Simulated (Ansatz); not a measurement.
Input file:

```yaml
crystal:
  periodic: [false, false, false]
  atoms:
    - {symbol: Si, position_ang: [0.000000, -0.089015, 0.556798]}
    - {symbol: C, position_ang: [0.000000, 0.088130, -1.138555]}
    - {symbol: H, position_ang: [0.000000, 1.098328, 1.467598]}
    - {symbol: H, position_ang: [0.000000, 1.078590, -1.586971]}
    - {symbol: H, position_ang: [0.000000, -0.746740, -1.828263]}
basis:
  gaussian: {orbitals: cc-pVDZ}
magnetization: {spin_polarized: false, initial_magnetization: 1}
correlation: {active_space: {window: {electrons: 1, orbitals: 2}}}
```

```sh
$ ansatz run in.yaml --threads 1 --pin off --events-out ev --progress --plain --max-ram 2393MiB
```

Output:

```
445 factors; integrals over basis functions are off by at most 1.3e-3 eV
mean field evaluation 1: about -8934.6135 eV, gradient 2.6e1 eV
mean field evaluation 2: about -8934.6566 eV, gradient 2.6e1 eV
mean field evaluation 4: about -8937.1892 eV, gradient 2.8e0 eV
mean field evaluation 8: about -8937.2693 eV, gradient 3.0e-1 eV
mean field evaluation 16: about -8936.4010 eV, gradient 1.6e0 eV
mean field -8937.27049953 eV, -328.4386329581 hartree, gradient 8.2e-6 eV, S^2 0.750000; 3 other end points of the search recorded, 0 dependent functions left out
reference -8937.27049953 eV, -328.4386329581 hartree; 12, 11 occupied and 35, 36 virtual orbitals, 445 factors
state -8937.27049953 eV, -328.4386329581 hartree
Total energy: -8937.27049953 eV, -328.4386329581 hartree
```

Natural occupations: 1.0000 0.0000.

Ran on 1 thread of Arm Neoverse V1, shared host: 1.4 s wall, 0.08 GiB peak host memory.
